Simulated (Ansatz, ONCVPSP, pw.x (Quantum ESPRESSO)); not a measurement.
## pw.x on bcc W: one setting changed

Potential: optimised norm-conserving Vanderbilt (ONCV), ONCVPSP 4.0.1.1 (patched build), LDA (Perdew-Wang 92); core [Kr] 4d10 4f14, reference 5s2 5p6 5d4 6s2; waves: 5s+6s: rc 1.80 bohr, ncon 4, nbas 7, qcut 7.3 1/bohr, 2 projectors; 5p: rc 2.05 bohr, ncon 4, nbas 8, qcut 6.6 1/bohr, 2 projectors, debl 1 Ha; 5d: rc 2.20 bohr, ncon 4, nbas 9, qcut 7.8 1/bohr, 2 projectors, debl 3.2 Ha; local part: polynomial inside 1.45 bohr (lpopt 1, dvloc0 -1 Ha); core correction: Teter function, fcfact 4.25, rcfact 1.65. In the p channel the program set the typed energies aside and used -1.594, 0.250 Ha.

The reference run (k-mesh 15³, cutoffs 50/200 Ry, Fermi–Dirac 0.01 Ry, mixing_beta 0.4, conv_thr 1e-9, no spin) gives -4.30 GPa at 15.430 Å³/atom, where all-electron LAPW gives -0.34 GPa. This run, with its own iteration cap, changes electron_maxstep to 4, a wrong or extreme entry chosen on purpose.

```
&control
  calculation='scf', prefix='x', pseudo_dir='./', outdir='./tmp', tstress=.true., disk_io='none'
/
&system
  ibrav=0, nat=1, ntyp=1, ecutwfc=50, ecutrho=200, nbnd=15,
  occupations='smearing', smearing='fd', degauss=0.01
/
&electrons
  conv_thr=1e-09, mixing_beta=0.4, electron_maxstep=4
/
ATOMIC_SPECIES
W 1.0 W.UPF
CELL_PARAMETERS angstrom
  -1.56832228 1.56832228 1.56832228
  1.56832228 -1.56832228 1.56832228
  1.56832228 1.56832228 -1.56832228
ATOMIC_POSITIONS crystal
W 0.0000 0.0000 0.0000
K_POINTS automatic
15 15 15 0 0 0
```

```bash
pw.x < W.scf.in > W.scf.out
```

Task: How does the run end?

Result: It does not reach self-consistency within its iteration cap.

```
Message from routine setup:
     using ibrav=0 with symmetry is DISCOURAGED, use correct ibrav instead
     lattice parameter (alat)  =       5.1333  a.u.
     unit-cell volume          =     104.1268 (a.u.)^3
     number of electrons       =        14.00
     number of Kohn-Sham states=           15
     kinetic-energy cutoff     =      50.0000  Ry
     charge density cutoff     =     200.0000  Ry
     scf convergence threshold =      1.0E-09
     Exchange-correlation= SLA  PW   NOGX NOGC
     number of k points=   120  Fermi-Dirac smearing, width (Ry)=  0.0100
     iteration #  1     ecut=    50.00 Ry     beta= 0.40
     total energy              =    -158.07507854 Ry
     estimated scf accuracy    <       0.03604024 Ry
     iteration #  2     ecut=    50.00 Ry     beta= 0.40
     total energy              =    -158.07519983 Ry
     estimated scf accuracy    <       0.00539194 Ry
     iteration #  3     ecut=    50.00 Ry     beta= 0.40
     total energy              =    -158.07579441 Ry
     estimated scf accuracy    <       0.00031147 Ry
     iteration #  4     ecut=    50.00 Ry     beta= 0.40
     total energy              =    -158.07581307 Ry
     estimated scf accuracy    <       0.00000452 Ry
     convergence NOT achieved after   4 iterations: stopping
     Message from routine punch:
     Nothing written, as per user request (disk_io='none')
```

The run took about 6.3 s on one core of a shared host (Intel(R) Xeon(R) Platinum 8488C, 96 threads, 744 GiB, load 24).
